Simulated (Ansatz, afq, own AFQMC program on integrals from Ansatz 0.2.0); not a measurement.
AFQMC on a folder of integrals that Ansatz 0.2.0 wrote.

```yaml
crystal:
  periodic: [false, false, false]
  atoms:
    - {symbol: Si, position_ang: [0.000001, 0.000000, -0.080385]}
    - {symbol: H, position_ang: [1.305166, -0.000195, 0.746632]}
    - {symbol: H, position_ang: [-0.652425, 1.130403, 0.746625]}
    - {symbol: H, position_ang: [-0.652756, -1.130219, 0.746613]}
basis:
  gaussian: {orbitals: "6-31++G**"}
total_charge: -1
magnetization: {spin_polarized: false}
correlation: {method: ccsd_t, electrons: outside_noble_gas, hamiltonian_folder: ham}
```

```sh
$ ansatz run in.yaml --threads 1 --pin off --events-out ev --progress --plain --max-ram 1382MiB
```

afq runs on the folder ham with

```
--method phaseless --trial cisd --walkers 70 --populations 1 --least-time 40 --time-step 0.005 --steps-per-block 50 --equilibration-blocks 28 --max-blocks 300 --target-error 0.00034 --factor-cut 1e-05 --seed 622 --release-times 0.24,0.51,0.99,1.62,2.4 --release-step 0.03 --release-every 4 --taylor-order 6
```

Times are imaginary, in 1/Eh. The walk had a cap of 482 s.

Log:

```
orbitals 36  electrons 4 4  factors 276 of 366
reference energy -290.61905122 Eh
CCSD correlation -0.13519674 Eh in 10 cycles, weight of the determinant in the CISD state 0.9156
energy of the start -290.754248 Eh
 block  time / (1/Eh)  mean weight  energy / Eh
     1     0.250  0.9978  -290.753153
     2     0.500  0.9998  -290.753824
     3     0.750  0.9997  -290.754343
     4     1.000  1.0016  -290.755733
     5     1.250  0.9985  -290.755930
     7     1.750  1.0009  -290.755985
     9     2.250  1.0005  -290.756639
    13     3.250  0.9992  -290.756917
    21     5.250  0.9996  -290.759037
    29     7.250  0.9987  -290.760782
    37     9.250  0.9995  -290.759242
    45    11.250  1.0012  -290.757325
    53    13.250  0.9996  -290.757468
    61    15.250  1.0002  -290.756809
    69    17.250  1.0011  -290.758140
    77    19.250  1.0021  -290.757797
    85    21.250  0.9998  -290.756545
    93    23.250  1.0022  -290.755161
    97    24.250  0.9995  -290.764077
   101    25.250  0.9994  -290.756928
   109    27.250  0.9998  -290.758523
   117    29.250  0.9997  -290.761613
   125    31.250  1.0009  -290.755560
   133    33.250  0.9992  -290.761512
   141    35.250  1.0004  -290.757228
   149    37.250  1.0010  -290.757622
   157    39.250  1.0002  -290.757293
   165    41.250  1.0006  -290.758999
   173    43.250  0.9996  -290.759373
   181    45.250  0.9986  -290.757563
   185    46.250  1.0010  -290.760206
blocks merged  error / Eh  count
     1  0.000146  160
     2  0.000191  80
     4  0.000240  40
     8  0.000270  20
    16  0.000282  10
released: time / (1/Eh)  energy / Eh  error  mean overlap
  0.24  -290.758074  0.000297  0.9968
  0.51  -290.758107  0.000215  0.9921
  0.99  -290.758012  0.000181  0.9951
  1.62  -290.757955  0.000259  0.9954
  2.40  -290.758201  0.000189  0.9828
energy -290.758150 +/- 0.000270 Eh
(rows thinned)
```

The run passed its tests (sampling time, drift between the halves within three errors, error under three times the target), which doesn't prove that it has relaxed.

Against this walk (error 7.4 meV) on the same determinant: CCSD(T) 23.7 meV higher, CCSDT(Q) 4.3 meV higher (within the noise). The error is statistical and leaves out the bias of the constraint. Released to 2.40 1/Eh the energy moves by -1 ± 9 meV (both errors), within twice the noise.

Cautions: constraint bias not in the error.

The walk took 83 s on 1 thread of Arm Neoverse V2, on a shared host. The log's last line is the phaseless energy.

CCSDT and higher add their correlation energy to the determinant of the CCSD(T) run, since their own runs factorise the integrals more tightly (a shift of under 2 meV). A walk keeps the symmetry of its determinant, which the program's search chose and which needn't be the lowest solution, so a lower state of the same spin and another symmetry isn't excluded.
